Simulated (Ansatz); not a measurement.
# CH4AlCl: the cost of one run

Method: RKS B3LYP-D4/cc-pVDZ, in Ansatz 0.2.0.

### Step 1. Starting point

Bond lengths: Al1–H2 1.560 Å, Al1–Cl3 2.230 Å, Al1–C4 1.970 Å, C4–H5 1.110 Å, C4–H6 1.110 Å, C4–H7 1.110 Å. Angles: H2–Al1–Cl3 120.0°, H2–Al1–C4 120.0°, Cl3–Al1–C4 120.0°, Al1–C4–H5 109.5°, Al1–C4–H6 109.5°, Al1–C4–H7 109.5°, H5–C4–H6 109.4°, H5–C4–H7 109.4°, H6–C4–H7 109.4°.

Structure file:

```xyz
7

Al    0.0000    0.0000    0.0000
H     0.0000    0.0000    1.5600
Cl    1.9312    0.0000   -1.1150
C    -1.7060    0.0000   -0.9850
H    -2.2662   -0.9305   -0.7558
H    -2.3102    0.8797   -0.6796
H    -1.5043    0.0508   -2.0753
```

### Step 2. Preparing the start

input.yaml

```yaml
crystal:
  periodic: [false, false, false]
  atoms:
    - { symbol: Al, position_ang: [0.0, 0.0, 0.0] }
    - { symbol: H, position_ang: [0.0, 0.0, 1.56] }
    - { symbol: Cl, position_ang: [1.9312, 0.0, -1.115] }
    - { symbol: C, position_ang: [-1.706, 0.0, -0.985] }
    - { symbol: H, position_ang: [-2.2662, -0.9305, -0.7558] }
    - { symbol: H, position_ang: [-2.3102, 0.8797, -0.6796] }
    - { symbol: H, position_ang: [-1.5043, 0.0508, -2.0753] }
basis:
  gaussian: { orbitals: cc-pVDZ }
hamiltonian:
  xc: b3lyp
  dispersion: d4
relax:
  f_tol: 0.02
  max_steps: 40
```

Started as:

```console
$ ansatz run input.yaml --threads 1 --pin off --max-ram 2048MiB --backend cpu --events-out ev --progress --plain --runs-dir out
```

What time and memory should one allow on 1 thread of Arm Neoverse V1, shared host?

About 13 s, with a peak of 0.14 GiB.
